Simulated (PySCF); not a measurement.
Compound: propynyl isocyanide, C₄H₃N.
Structure used (PBE0-D3(BJ)/def2-SVP), in Å, numbered top down from 1:
```
atom  x, y, z in Å
C1     3.626    0.208    0.492
N2     2.456    0.136    0.337
C3     1.161    0.058    0.163
C4    -0.040   -0.013    0.001
C5    -1.474   -0.101   -0.191
H6    -1.855   -1.083    0.129
H7    -1.738    0.036   -1.251
H8    -1.997    0.673    0.391
```

Computed, not measured: TDDFT B3LYP/def2-SVPD, vertical, gas phase, core orbitals frozen in the response in PySCF 2.14.0, density-fitted response routines.

Frontier orbitals with the atoms that hold most of them (Löwdin shares over 4%, at most four atoms):

```tsv
orbital	ε (eV)	atoms
HOMO-3	-11.85	N2 42%, C1 17%, C3 14%, C5 12%
HOMO-2	-8.92	C1 83%, N2 16%
HOMO-1	-7.85	C4 33%, C3 30%, N2 15%, C1 11%
HOMO	-7.85	C4 33%, C3 30%, N2 15%, C1 11%
LUMO	-1.21	C1 39%, N2 22%, C4 19%, C3 10%
LUMO+1	-1.21	C1 39%, N2 22%, C4 19%, C3 10%
LUMO+2	0.06	C5 34%, C4 20%, C3 14%, H7 10%
```

Within 0.005 eV of a neighbour in this list lie HOMO-1/HOMO and LUMO/LUMO+1 (point group found: C3v); within a degenerate set the shares of single atoms can hang on how the components are chosen.

Task: How does S1 compare with the orbital gap of 6.63 eV?

Result: S1 is at 5.10 eV (f = 0.0000), 1.54 eV below the gap, made of HOMO-1/HOMO→LUMO/LUMO+1 (≥86%). 

Next come S2 at 5.23 eV (f 0.0003), HOMO-1/HOMO→LUMO/LUMO+1 (≥75%); S3 at 5.23 eV (f 0.0003), HOMO-1/HOMO→LUMO/LUMO+1 (≥75%); S4 at 6.93 eV (f 0.034), HOMO-2→LUMO/LUMO+1 (≥92%); S5 at 6.93 eV (f 0.034), HOMO-2→LUMO/LUMO+1 (≥92%).

Orbitals of the list HOMO-3 to LUMO+2 that lie within 0.01 eV of each other are written together with a slash and their weights summed (≥ marks a lower bound); for degenerate orbitals outside that list single weights are arbitrary.

Time: 36 s; peak memory 0.54 GiB. Hardware: an Arm Neoverse V1 with one thread, shared host with 64 logical CPUs at a one-minute load of 42.
